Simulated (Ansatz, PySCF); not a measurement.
This PySCF input computes a CCSD(T)/cc-pVDZ energy:

```python
from pyscf import gto, scf, mp, cc as ccmod

mol = gto.M(
    atom='''
    O     0.05728725    0.81312084   -0.03996413
    O     0.04221979   -0.70897730   -0.01520246
    H    -0.79605634   -0.83314830    0.44133267
    ''',
    basis='cc-pvdz',
    charge=-1,
    spin=0,
    verbose=4,
)

mf = scf.RHF(mol)
mf.conv_tol = 1e-10
mf.max_cycle = 100
mf.kernel()
mp2 = mp.MP2(mf, frozen=2).run()
cc = ccmod.CCSD(mf, frozen=2)
cc.max_cycle = 100
cc.kernel()
et = cc.ccsd_t()
print(f'E(CCSD(T)) = {cc.e_tot + et:.9f}')
```

Problem. Write an input for the same energy in Ansatz (a first-principles code) and say what it gives.

Solution. 
Ansatz 0.2 input:
```yaml
crystal:
  periodic: [false, false, false]
  atoms:
    - {symbol: O, position_ang: [0.05728725, 0.81312084, -0.03996413]}
    - {symbol: O, position_ang: [0.04221979, -0.70897730, -0.01520246]}
    - {symbol: H, position_ang: [-0.79605634, -0.83314830, 0.44133267]}
basis:
  gaussian:
    orbitals: cc-pVDZ
total_charge: -1
magnetization: {spin_polarized: false}
correlation: {method: ccsd_t, electrons: outside_noble_gas}
```
It gives -150.53489 Eh, and PySCF -150.53490 Eh, a difference of 0.01 mEh.

It need not be the lowest isomer of its formula. Whether it binds its extra electron was not tested at this geometry.
